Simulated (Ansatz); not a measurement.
C3H5NO can be A, `CC1=NCO1`, or B, `NC1=COC1`.

Isolated molecules relaxed with PBE0-D4/def2-TZVP in Ansatz; ΔE leaves out vibrations. CCSD(T)/CBS is the MP2 limit (def2-TZVPP, def2-QZVPP) plus CCSD(T) − MP2 in def2-TZVPP, frozen cores. DFT in def2-TZVPP. Each species was taken in one conformer, which may not be the lowest.

Which is lower in electronic energy at CCSD(T)/CBS, and by how much? (Estimate.)

Computed: A, by 20.7 kcal/mol.

Give E(B) − E(A) in kcal/mol with BLYP-D4, CCSD(T)/def2-TZVPP, PBE-D4, LDA (SPW92), HF/def2-TZVPP, PBE0-D4, ωB97M-V. (Estimate.)

The calculation gave: BLYP-D4 19.7, CCSD(T)/def2-TZVPP 21.9, PBE-D4 19.4, LDA (SPW92) 17.3, HF/def2-TZVPP 24.0, PBE0-D4 19.8, ωB97M-V 21.2. None reverses the order clearly.

Does the order hold for the free energy at 298.15 K (harmonic terms from PBE0-D4)? (Estimate.)

Computed: Yes: G(B) − G(A) = +21.0 kcal/mol, for one conformer each.

Largest T1 diagnostic: 0.014.

From BLYP to BHLYP (50 % exact exchange), in def2-TZVPP and without D4, E(B) − E(A) moves by +1.0 kcal/mol. Leaving LDA and LC-ωPBE aside and taking each functional with its dispersion term where it has one, the values, not all of them listed here, spread over 2.9 kcal/mol, from PBE-D4 to ωB97X-V. LDA lies −2.2 kcal/mol from PBE without D4.
